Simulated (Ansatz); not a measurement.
**Deforming W**

```xyz
1
Lattice="-1.5923 1.5923 1.5923 1.5923 -1.5923 1.5923 1.5923 1.5923 -1.5923" Properties=species:S:1:pos:R:3 pbc="T T T"
W     0.0000    0.0000    0.0000
```

The cell was built from the bcc type and relaxed in the same program, and has space group Im-3m; it needn't be a known or the stable phase.

No spin–orbit coupling, which matters for the heavy atoms here.

These are results of DFT, PBE, all-electron LAPW, scalar-relativistic in Ansatz 0.2.0, not measurements.

The runs use a Γ-centred 14×14×14 k mesh, Fermi–Dirac smearing of 0.08 eV, basis error target 0.25 meV/atom, no spin polarisation.

The unchanged cell is at 0.09 GPa.

In a metal, stresses and small energies carry noise from the k mesh.

x, y and z are the Cartesian axes of the cell as listed; fractional coordinates follow a strain, and an engineering shear is twice the off-diagonal strain component.

With this change (xy engineering shear strain of +1.5 %), what becomes of the energy and stress?

Energy change +2 meV/atom; stress change (xx, yy, zz, yz, xz, xy) 0.00, 0.00, 0.10, 0.00, 0.00, -2.14 GPa, compression positive.

With equal xy, yz and zx engineering shear strains of +1.5 %: energy change +5 meV/atom; stress change (xx, yy, zz, yz, xz, xy) 0.10, 0.10, 0.10, -2.03, -2.03, -2.03 GPa, compression positive.
